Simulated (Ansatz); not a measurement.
Method: PBE-D3(BJ)/def2-TZVP run with Ansatz (a first-principles code). No frequencies were computed at this level.

Ansatz 0.2 input:
```yaml
crystal:
  periodic: [false, false, false]
  atoms:
    - { symbol: N, position_ang: [-0.002023, 0.388026, -0.000001] }
    - { symbol: H, position_ang: [-0.829562, -0.198176, 0.000003] }
    - { symbol: H, position_ang: [0.831585, -0.18985, -0.000003] }
basis:
  gaussian: { orbitals: def2-tzvp }
hamiltonian:
  xc: pbe
  dispersion: d3bj
relax:
  max_steps: 150
magnetization:
  spin_polarized: true
  initial_magnetization: 1
```

Output:

```
Functional definition: PBE
243 factors; their error is unknown
mean field evaluation 1: about -1515.3535 eV, gradient 3.1e1 eV
mean field evaluation 2: about -1509.2484 eV, gradient 4.6e1 eV
mean field evaluation 4: about -1519.1411 eV, gradient 2.6e-1 eV
mean field evaluation 8: about -1519.1327 eV, gradient 3.3e-3 eV
mean field -1519.13265298 eV, -55.8270952918 hartree, gradient 2.3e-5 eV, S^2 0.752774; 0 other end points of the search recorded, 0 dependent functions left out
reference -1519.13267165 eV, -55.8270959779 hartree; 5, 4 occupied and 38, 39 virtual orbitals, 243 factors
relax step   1: F+E_penalty+E_count = -1519.14521692 eV  Δ(F+E_penalty+E_count) = +0.000e0 eV  max|allowed force component| = 1.614e0 eV/Å  Δτ_max = 0.0000 Å  (25 SCF iters, accepted)
these checks for a lower state are left out or cut short: starts, cluster_reference, orbital_swaps, neighbouring_geometries, increment
243 factors; their error is unknown
mean field evaluation 16: about -1519.1780 eV, gradient 6.1e-3 eV
mean field -1519.16930295 eV, -55.8284421533 hartree, gradient 1.3e-5 eV, S^2 0.752818; 0 other end points of the search recorded, 0 dependent functions left out
reference -1519.16932145 eV, -55.8284428334 hartree; 5, 4 occupied and 38, 39 virtual orbitals, 243 factors
relax step   2: F+E_penalty+E_count = -1519.18187053 eV  Δ(F+E_penalty+E_count) = -3.665e-2 eV  max|allowed force component| = 7.678e-1 eV/Å  Δτ_max = 0.0224 Å  (29 SCF iters, accepted)
these checks for a lower state are left out or cut short: starts, cluster_reference, orbital_swaps, neighbouring_geometries, increment
243 factors; their error is unknown
mean field -1519.18112008 eV, -55.8288764250 hartree, gradient 1.3e-5 eV, S^2 0.752848; 0 other end points of the search recorded, 0 dependent functions left out
reference -1519.18113857 eV, -55.8288771045 hartree; 5, 4 occupied and 38, 39 virtual orbitals, 243 factors
relax step   3: F+E_penalty+E_count = -1519.19369514 eV  Δ(F+E_penalty+E_count) = -1.182e-2 eV  max|allowed force component| = 9.419e-2 eV/Å  Δτ_max = 0.0296 Å  (27 SCF iters, accepted)
these checks for a lower state are left out or cut short: starts, cluster_reference, orbital_swaps, neighbouring_geometries, increment
243 factors; their error is unknown
mean field evaluation 32: about -1519.1906 eV, gradient 4.8e-4 eV
mean field -1519.18211067 eV, -55.8289128284 hartree, gradient 1.3e-5 eV, S^2 0.752853; 0 other end points of the search recorded, 0 dependent functions left out
reference -1519.18212915 eV, -55.8289135076 hartree; 5, 4 occupied and 38, 39 virtual orbitals, 243 factors
relax step   4: F+E_penalty+E_count = -1519.19468384 eV  Δ(F+E_penalty+E_count) = -9.887e-4 eV  max|allowed force component| = 1.125e-2 eV/Å  Δτ_max = 0.0078 Å  (28 SCF iters, accepted)
these checks for a lower state are left out or cut short: starts, cluster_reference, orbital_swaps, neighbouring_geometries, increment
243 factors; their error is unknown
mean field -1519.18211262 eV, -55.8289129002 hartree, gradient 1.3e-5 eV, S^2 0.752852; 0 other end points of the search recorded, 0 dependent functions left out
reference -1519.18213110 eV, -55.8289135795 hartree; 5, 4 occupied and 38, 39 virtual orbitals, 243 factors
relax step   5: F+E_penalty+E_count = -1519.19468577 eV  Δ(F+E_penalty+E_count) = -1.929e-6 eV  max|allowed force component| = 8.635e-5 eV/Å  Δτ_max = 0.0002 Å  (29 SCF iters, accepted)
243 factors; their error is unknown
mean field evaluation 64: about -1519.1821 eV, gradient 2.0e-4 eV
mean field -1519.18211262 eV, -55.8289129002 hartree, gradient 1.3e-5 eV, S^2 0.752852; 1 other end points of the search recorded, 0 dependent functions left out
reference -1519.18213110 eV, -55.8289135795 hartree; 5, 4 occupied and 38, 39 virtual orbitals, 243 factors
Total energy: -1519.19470425 eV, -55.8293756342 hartree
Atom 0 at    -0.002192     0.434479    -0.000001 Å, force     0.000003     0.000086    -0.000000 eV/Å
Atom 1 at    -0.807294    -0.221318     0.000003 Å, force    -0.000071    -0.000045     0.000000 eV/Å
Atom 2 at     0.809485    -0.213162    -0.000003 Å, force     0.000067    -0.000041    -0.000000 eV/Å
Dipole moment:     0.001999    -0.396327     0.000001 e Å
```

Cost: very roughly 2.1 core-seconds.
